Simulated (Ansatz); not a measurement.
## Worked example: a bond strength in [CF2]+ (SMILES F[C+]F)

[CF2]+: 3 atoms, total charge +1, spin state doublet. As SMILES, `F[C+]F`. The shape was relaxed beforehand at B3LYP/def2-SVP.

```csv
atom,x (Å),y (Å),z (Å)
F,0.3806,0.9767,0.3175
C,0.2767,-0.2221,0.1277
F,-0.6573,-0.7546,-0.4452
```

Wanted: the dissociation energy of the C2–F1 bond into singlet CF+ and doublet F (shapes relaxed at B3LYP/def2-SVP, no zero-point term). 1 Eh = 2625.50 kJ/mol = 27.2114 eV. Totals in Eh; open shells run unrestricted unless said.

```tsv
level	program	[CF2]+	singlet CF+	doublet F
UHF/def2-TZVPP	Ansatz	-236.393551	-136.906690	-99.411798
UPBE0-D4/def2-TZVPP	Ansatz	-237.163219	-137.352555	-99.676173
U-wB97M-V/def2-TZVPP	Ansatz	-237.337834	-137.473806	-99.745271
```

**Question.** Work out the dissociation energy at each level.

**Answer.** 
1. UHF/def2-TZVPP: (-136.906690) + (-99.411798) − (-236.393551) = 0.075063 Eh = 197.1 kJ/mol = 2.04 eV.
2. UPBE0-D4/def2-TZVPP: (-137.352555) + (-99.676173) − (-237.163219) = 0.134491 Eh = 353.1 kJ/mol = 3.66 eV.
3. U-wB97M-V/def2-TZVPP: (-137.473806) + (-99.745271) − (-237.337834) = 0.118757 Eh = 311.8 kJ/mol = 3.23 eV.

The levels span 197 to 353 kJ/mol; no measured value is set beside them. Hartree–Fock lacks the correlation of the electrons that are unpaired, so it comes out low. A fragment with an even electron count was run as a singlet and may have a lower triplet. A bond enthalpy at 298 K also holds the loss of zero-point energy and thermal terms.
